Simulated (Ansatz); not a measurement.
Body-centred tetragonal In, treated with RPBE (Ansatz, a first-principles code, plane waves, PAW).

Numerical settings: plane-wave cutoff 520 eV, 24×24×24 k mesh, Fermi–Dirac smearing 0.05 eV, scalar-relativistic PAW data made under PBE.

Energies at three volumes about the minimum:

```csv
V (Å³/atom),E − E_lowest (meV/atom)
28.176,1.18
28.751,0.00
29.326,0.98
```

Q: Fit a parabola by hand: where is the minimum, and what is the bulk modulus?

A: Slopes: (0.00 − 1.18)/(28.751 − 28.176) = -2.052 and (0.98 − 0.00)/(29.326 − 28.751) = 1.704 meV/Å³. Curvature E″ = 2 × (1.704 − (-2.052))/(29.326 − 28.176) = 6.532 meV/Å⁶. From the middle of the first interval, the slope vanishes at V0 = 28.4635 − (-2.052)/6.532 = 28.778 Å³/atom. B = V0 E″ = 28.778 × 6.532 meV/Å³ × 0.1602 GPa per meV/Å³ = 30.1 GPa. The full Birch–Murnaghan fit to all volumes gives V0 = 28.764 Å³/atom and B0 = 29.9 GPa.

Shape and atoms are relaxed at each volume.

Measured, for comparison: bulk modulus 44.7 GPa (copied from a table, unchecked, extrapolated to 0 K and zero-point effects removed; as tabulated in Lejaeghere et al. (2013), arXiv:1204.2733). Computed (rounded) less measured: bulk modulus not scored (unchecked).

Note: the cell is over a tenth larger than the published one: the level's own overestimate first of all, though another phase or state, or a fault of the published cell, is possible; the bulk modulus comes from volumes at which shape and atoms were relaxed.
